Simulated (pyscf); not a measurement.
Four-centre exchange: [HO–Nb(Cl)(Cl)–Cl]• + hydrogen chloride (HCl) → water (H₂O) + [Cl–Nb(Cl)(Cl)–Cl]•

Gas phase, doublet surface, charge 0. Bonds broken: O1–Nb2, Cl3–H8. Bonds formed: O1–H8, Nb2–Cl3. Optimised with ωB97X-D3(BJ)/def2-SVP in PySCF.

Transition state (Å):

```xyz
8

O     -1.5999    -0.4659     0.8884
Nb     0.0443    -0.2663    -0.2018
Cl    -0.3384     1.7224     1.5099
Cl    -0.1247     1.1823    -1.9494
Cl    -0.2636    -2.2229    -1.3836
Cl     1.9735    -0.8369     0.8623
H     -2.2690    -1.1639     0.8861
H     -1.3590     0.6738     1.5240
```

One imaginary mode, 768i cm⁻¹; descent along it reached the two sides named, in the forms told below.

```json
[
 {"bond": "O1–Nb2", "change": "breaks", "reactant side (Å)": "1.891", "saddle": "1.983", "product side": "2.279"},
 {"bond": "Cl3–H8", "change": "breaks", "reactant side (Å)": "1.291", "saddle": "1.463", "product side": "2.6"},
 {"bond": "O1–H8", "change": "forms", "reactant side (Å)": "2.283", "saddle": "1.327", "product side": "0.970"},
 {"bond": "Nb2–Cl3", "change": "forms", "reactant side (Å)": "2.8", "saddle": "2.7", "product side": "2.315"}
]
```

Electronic energies relative to the separated reactants (kJ/mol):

| level | barrier | reaction energy | reverse barrier |
|---|---|---|---|
| ωB97X-D3(BJ)/def2-TZVP | -15.6 | -29.2 | 13.6 |
| PBE/def2-TZVP | -6.8 | -22.2 | 15.4 |
| r²SCAN/def2-TZVP | -11.7 | -22.0 | 10.3 |
| B3LYP-D3(BJ)/def2-TZVP | -5.1 | -23.8 | 18.8 |
| PBE0-D3(BJ)/def2-TZVP | -12.5 | -26.2 | 13.7 |
| M06-2X/def2-TZVP | -9.3 | -22.9 | 13.5 |
| ωB97M-D3(BJ)/def2-TZVP | 1.2 | -16.9 | 18.1 |
| HF/def2-TZVP | 58.5 | -15.4 | 73.9 |

With ωB97M-D3(BJ)/def2-TZVP energies and thermal terms (ideal gas, 1 atm, RRHO with modes under 100 cm⁻¹ raised to 100, one conformer, R ln 2 for chiral ones without a mode under 150 cm⁻¹), in kJ/mol:

| T (K) | ΔH‡ | ΔG‡ | ΔH | ΔG |
|---|---|---|---|---|
| 298 | -1.0 | 46.3 | -8.5 | -5.4 |
| 600 | -1.8 | 94.8 | -10.7 | -1.4 |
| 900 | -0.6 | 142.8 | -12.9 | +3.7 |
| 1200 | 1.2 | 190.4 | -15.1 | +9.6 |

On the reactant side the descent ends in an adduct with a Cl–Nb contact, 36.1 kJ/mol under the separated species and 20.5 kJ/mol under the saddle at ωB97X-D3(BJ)/def2-TZVP. On the product side the descent ends in an adduct with a Nb–O contact (not fully relaxed), 81.6 kJ/mol under the separated species and 95.2 kJ/mol under the saddle at ωB97X-D3(BJ)/def2-TZVP. At ωB97X-D3(BJ)/def2-TZVP, PBE, r²SCAN, B3LYP-D3(BJ), PBE0-D3(BJ), M06-2X the saddle lies under the separated reactants, which points to a path from their complex (located at ωB97X-D3(BJ) alone). What is counted as formed (Cl–Nb) is already present as a longer contact in the reactant adduct; forming that adduct is a step of its own. What is counted as broken (Nb–O) persists as a longer contact in the product adduct; parting that adduct is a step of its own. One saddle was located; it need not be the lowest between these sides. Open-shell species with a d-block atom are single-reference here; other states, and whether the spin sits on metal or ligand, were not checked. Elements past Kr carry the def2 core potentials, without spin-orbit coupling.
